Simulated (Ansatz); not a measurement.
in.yaml

```yaml
crystal:
  periodic: [false, false, false]
  atoms:
    - {symbol: Ti, position_ang: [0.000000, 0.000000, 0.000000]}
    - {symbol: S, position_ang: [0.000000, 0.000000, 2.005145]}
basis:
  gaussian: {orbitals: def2-SVP}
magnetization: {spin_polarized: false}
correlation: {method: ccsdt_q, electrons: outside_noble_gas}
```

```sh
$ ansatz run in.yaml --threads 1 --pin off --events-out ev --progress --plain --max-ram 2393MiB
```

Question: Roughly how long does this take on 1 thread of Intel Xeon 6975P-C, shared host, and how much host memory?

Answer: 13 s wall and 0.16 GiB.

```
882 factors; integrals over basis functions are off by at most 1.1e-7 eV
mean field evaluation 1: about -33885.9550 eV, gradient 4.2e1 eV
mean field evaluation 2: about -33886.0424 eV, gradient 4.2e1 eV
mean field evaluation 4: about -33893.7867 eV, gradient 1.8e1 eV
mean field evaluation 8: about -33895.4017 eV, gradient 6.7e-1 eV
mean field evaluation 16: about -33895.4142 eV, gradient 5.5e-5 eV
mean field evaluation 32: about -33883.6447 eV, gradient 3.8e1 eV
mean field evaluation 64: about -33894.8751 eV, gradient 1.1e-3 eV
mean field evaluation 96: about -33895.3681 eV, gradient 2.8e0 eV
mean field evaluation 128: about -33895.4137 eV, gradient 1.0e-1 eV
mean field evaluation 160: about -33867.8976 eV, gradient 6.2e1 eV
...
cycle  21  -7.55450292 eV  change    1.0e-5 eV  update   1.7e-5
cycle  22  -7.55449805 eV  change    4.9e-6 eV  update   1.1e-5
cycle  23  -7.55450007 eV  change   -2.0e-6 eV  update   7.6e-6
cycle  24  -7.55451132 eV  change   -1.1e-5 eV  update   5.4e-6
cycle  25  -7.55451779 eV  change   -6.5e-6 eV  update   3.1e-6
cycle  26  -7.55451904 eV  change   -1.3e-6 eV  update   1.8e-6
cycle  27  -7.55451973 eV  change   -6.9e-7 eV  update   1.2e-6
cycle  28  -7.55451894 eV  change    7.9e-7 eV  update   7.5e-7
cycle  29  -7.55451832 eV  change    6.2e-7 eV  update   4.9e-7
cycle  30  -7.55451777 eV  change    5.5e-7 eV  update   3.0e-7
perturbative correction -0.13683924 eV, -0.0050287492 hartree
Total energy: -33903.10554774 eV, -1245.9161485293 hartree
```
